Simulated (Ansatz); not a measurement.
C4H8OS: where a starting geometry ends

The starting geometry of this gas-phase singlet was optimised with GFN2-xTB; its bonds are those of `COC1(S)CC1`.

```yaml
atoms:
  - { symbol: C, position_ang: [-1.2671, -0.8221, 0.4291] }
  - { symbol: C, position_ang: [1.0432, -1.2105, 0.5377] }
  - { symbol: C, position_ang: [1.5604, -0.5499, 1.7812] }
  - { symbol: C, position_ang: [2.3619, -0.5075, 0.5095] }
  - { symbol: O, position_ang: [0.0015, -0.6678, -0.1776] }
  - { symbol: S, position_ang: [1.0656, -3.0352, 0.5454] }
  - { symbol: H, position_ang: [-1.9870, -0.3872, -0.2599] }
  - { symbol: H, position_ang: [-1.4958, -1.8814, 0.5836] }
  - { symbol: H, position_ang: [-1.3116, -0.3036, 1.3917] }
  - { symbol: H, position_ang: [1.2614, -3.1658, -0.7634] }
  - { symbol: H, position_ang: [1.9052, -1.1810, 2.5855] }
  - { symbol: H, position_ang: [1.0730, 0.3580, 2.1038] }
  - { symbol: H, position_ang: [3.2553, -1.1089, 0.4452] }
  - { symbol: H, position_ang: [2.4067, 0.4231, -0.0347] }
```

**Question.** Where would you expect an optimisation with PBE-D3(BJ)/def2-SVP to take it?

**Answer.** It keeps its bonds, and is `COC1(S)CC1`.

The energy falls by 0.10 eV over 8 steps:

```tsv
step	E − E(last) (eV)
1	0.101
2	0.015
3	0.002
4	0.001
5	0.000
6	0.000
7	0.000
8	0.000
```

Final geometry (Å):

```xyz
14

C    -1.2646   -0.8109    0.4139
C     1.0505   -1.2328    0.5421
C     1.5736   -0.5524    1.7916
C     2.3621   -0.5042    0.4939
O     0.0189   -0.6248   -0.1615
S     1.0428   -3.0569    0.5946
H    -1.9910   -0.2916   -0.2395
H    -1.5239   -1.8919    0.4731
H    -1.3237   -0.3801    1.4406
H     1.2909   -3.2285   -0.7364
H     1.9541   -1.1703    2.6193
H     1.0441    0.3640    2.0960
H     3.2819   -1.1022    0.4172
H     2.3568    0.4428   -0.0679
```

The end wasn't checked by frequencies. Run with Ansatz 0.2.0, 29 s on 2 threads of Intel(R) Xeon(R) Processor @ 2.50GHz (Skylake/Cascade Lake) (shared host).
